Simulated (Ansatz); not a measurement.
We consider cuprite Ag2O, described by PBE-D3(BJ) (Ansatz, an electronic-structure program, plane waves, PAW).

Run with plane-wave cutoff 520 eV, 8×8×8 k mesh, Fermi–Dirac smearing 0.01 eV, no spin polarisation, scalar-relativistic PAW data made under PBE.

Cell (relaxed at this level):

```xyz
6
Lattice="4.7540 0.0000 0.0000 0.0000 4.7540 0.0000 0.0000 0.0000 4.7540" Properties=species:S:1:pos:R:3 pbc="T T T"
Ag     3.5655     1.1885     3.5655
Ag     1.1885     3.5655     3.5655
Ag     3.5655     3.5655     1.1885
Ag     1.1885     1.1885     1.1885
O      0.0000     0.0000     0.0000
O      2.3770     2.3770     2.3770
```

Q: Give the computed bulk modulus B0 and pressure derivative B′ of the bulk modulus.

A: 
- bulk modulus B0: 78.7 GPa
- pressure derivative B′ of the bulk modulus: 5.2

The run finds no gap.

Note: the gap of the solid is closed in this run; this level leaves the solid without a gap, although one is measured.

Computed values are for the static lattice.

Computing time: roughly 2.7 core-minutes.
